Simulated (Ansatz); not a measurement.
A made-up structure of CH5NSi, closed shell:

```
8
angstrom
C 0.5585 -0.7717 0.2284
N -0.3368 0.5765 0.8234
Si -0.6242 0.3344 -0.6222
H -1.9731 -0.0168 -0.8933
H -0.0938 1.2647 -1.5547
H 0.0632 1.4749 1.0499
H 1.5870 -0.6720 -0.0079
H 0.3139 -1.7213 0.6310
```

It is relaxed with PBE-D4/def2-SVP and then PBE0-D4/def2-TZVP (Ansatz 0.2.0). Atoms count as bonded within 1.22 times the sum of their covalent radii (H–H: 0.88 Å). The end point is not checked to be a true minimum.

Problem. Does its bonding change? (Judge from chemistry; the calculation decides.)

Solution. By the calculation: No: no bond forms or breaks.

Where it ends: The first stage lowers the energy by 2.18 eV in 6 steps. It ends as CH₅NSi ([CH2]1[NH][SiH2]1):
```
8
angstrom
C 0.4922 -0.6388 0.2636
N -0.2416 0.4917 0.9080
Si -0.6880 0.3241 -0.7492
H -2.0833 -0.0781 -1.0239
H -0.1346 1.2410 -1.7725
H 0.3304 1.2382 1.2738
H 1.5544 -0.4960 0.0672
H 0.2651 -1.6134 0.6877
```

Labels in which every atom is bracketed show which atoms are joined, not bond orders.

For scale, one of the runs: PBE0-D4/def2-TZVP relaxation, 129 basis functions, launched by `ansatz run in.yaml --threads 2 --pin off --events-out ev --progress --plain --max-ram 4352MiB`. Hardware: 2 CPU threads of an Arm Neoverse N1, shared host. Wall time about 27 s.
